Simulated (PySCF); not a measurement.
ClH.

```xyz
2

Cl     0.0000     0.0000    -0.0711
H      0.0000     0.0000     1.2083
```
Charge 0, spin multiplicity 1.

Geometry: PBE0-D3(BJ)/def2-TZVPD.

Level of theory: PBE0/pcSseg-2 in PySCF. Non-relativistic, no solvent.

Computed absolute GIAO shielding of each atom: isotropic value and principal components (ppm):
```
atom  σ(iso)    σ11    σ22     σ33   span
----  ------  -----  -----  ------  -----
Cl1    945.3  843.6  843.6  1148.8  305.2
H2      30.7   23.4   23.4    45.1   21.7
```
